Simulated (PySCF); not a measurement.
C₅H₇F.
Numbering: `[F:1][C@@H:2]1[CH2:3][C:4]12[CH2:5][CH2:6]2` (hydrogens: H7 on C2; H8, H9 on C3; H10, H11 on C5; H12, H13 on C6)

Geometry (GFN2-xTB, Å), atoms numbered from 1 in this order:
```xyz
13
C5H7F angstrom
F      1.619   -0.156   -1.787
C      1.300    0.338   -0.551
C      1.199   -0.640    0.593
C     -0.013    0.009    0.031
C     -1.347   -0.405   -0.455
C     -1.203    0.742    0.518
H      1.759    1.311   -0.418
H      1.571   -0.332    1.559
H      1.366   -1.683    0.364
H     -1.758   -1.337   -0.093
H     -1.610   -0.181   -1.478
H     -1.374    1.746    0.158
H     -1.514    0.587    1.541
```

Method used: TDDFT wB97X-D/def2-SVPD, vertical, gas phase, core orbitals frozen in the response (PySCF 2.14.0, density-fitted response routines).

Transition dipole moments from the ground state, in atomic units and in the frame of the coordinates above (overall signs are arbitrary), for the states with f of 0.002 or more among the lowest 8:

| state | E (eV) | μx | μy | μz |
| --- | --- | --- | --- | --- |
| S2 | 8.442 | 0.069 | -0.086 | -0.022 |
| S3 | 8.560 | -0.100 | -0.177 | 0.342 |
| S4 | 8.745 | 0.116 | -0.082 | -0.131 |
| S5 | 8.836 | -0.085 | -0.281 | 0.070 |
| S6 | 8.888 | -0.216 | -0.183 | -0.228 |
| S7 | 8.938 | -0.105 | -0.012 | -0.304 |
| S8 | 9.018 | -0.164 | -0.215 | 0.030 |

Q: Work out the oscillator strengths.

A: f = (2/3) ΔE |μ|² with ΔE in hartree (27.2114 eV).

```csv
state,|μ|² (au),|μ| (D),f
S2,0.013,0.29,0.003
S3,0.158,1.01,0.033
S4,0.037,0.49,0.008
S5,0.091,0.77,0.020
S6,0.132,0.92,0.029
S7,0.104,0.82,0.023
S8,0.074,0.69,0.016
```

Q: Which bond between heavy atoms lies closest to the direction of the S3 transition dipole?

A: C2–C3, at 17° from it; next F1–C2 and C2–C4 at 48°.

Q: What angle do the transition dipoles of S5 and S8 make?

A: |cos θ| = |μa·μb| / (|μa| |μb|) = 0.93, so θ ≈ 21° (taken between 0 and 90°, since the signs are arbitrary).

Q: How is the summed strength of these states shared among x, y and z?

A: (2/3) Σ ΔE μα² gives 0.026 for x, 0.044 for y and 0.061 for z, 0.131 in all.

Q: What peak molar absorption coefficient would the strongest computed level give as a lone Gaussian band 0.5 eV wide at half height?

A: ε(max) = 2.175×10⁸ f / FWHM, with the width in cm⁻¹. S3: 2.175×10⁸ × 0.0332 / 4033 ≈ 1800 L mol⁻¹ cm⁻¹.

Without π bonds the low states may be Rydberg-like; a valence basis with one diffuse set may place them up to an eV too high.
